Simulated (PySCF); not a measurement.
Bonds broken one at a time in the series C OH-H. Isolated molecules, 0 K electronic values unless said otherwise. One relaxed conformer stands for each flexible species; it need not be the lowest. Strings in code marks are SMILES.

The dipole moment from two functionals at the same geometries (B3LYP-D3(BJ)/def2-TZVP), both in PySCF: PBE-D3(BJ)/def2-TZVP and B3LYP-D3(BJ)/def2-TZVP. B3LYP has the VWN-RPA correlation part, as in Gaussian. 

```
species                     PBE-D3(BJ)/def2-TZVP (D)
--------------------------  ------------------------
radical fragment (`[OH]`)                       1.73
whole molecule (`OC`)                           1.62
radical fragment (`[CH3]`)                      0.00
whole molecule (`C`)                            0.00
```

Problem. What does B3LYP-D3(BJ)/def2-TZVP give for each?

Solution. 
- radical fragment (`[OH]`): 1.77
- whole molecule (`OC`): 1.70
- radical fragment (`[CH3]`): 0.00
- whole molecule (`C`): 0.00
Over these rows, drawn at random from the members with no instability flagged (it was tested for open shells, ions and some series alone), PBE minus B3LYP-D3(BJ): mean -0.03 D, from -0.08 D to 0.00 D.
